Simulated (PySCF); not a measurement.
Process, species as SMILES: N (NH3) + H+ → [NH4+]
B3LYP-D3(BJ)/def2-TZVP geometries, fixed; electronic energies without zero-point terms; positive where energy is released.

Effect of the atomic grid (radial, angular points) at B3LYP/aug-cc-pVTZ with PySCF, against the last row, where the proton affinity is 211.15 kcal/mol. Cost is core time over that of atom_grid: 50, 194, unpruned, rough, on shared machines of one kind.

```tsv
setting	grid points, largest species	largest shift of a total energy (mEh)	shift of the proton affinity (kcal/mol)	cost
atom_grid: 30, 110, unpruned	16504	0.058	-0.002	0.4×
atom_grid: 50, 194, unpruned	48504	0.004	0.002	1×
atom_grid: 75, 302, unpruned	113256	-0.001	0.001	2×
atom_grid: 99, 590, unpruned	292056	0.000	0.000	4×
atom_grid: 150, 974, unpruned	730504	0.000	0.000	8×
```

Within 0.02 kcal/mol in the proton affinity: atom_grid: 30, 110, unpruned; atom_grid: 50, 194, unpruned; atom_grid: 75, 302, unpruned; atom_grid: 99, 590, unpruned. The largest shift is 0.058 mEh in a total energy and 0.002 kcal/mol in the difference.
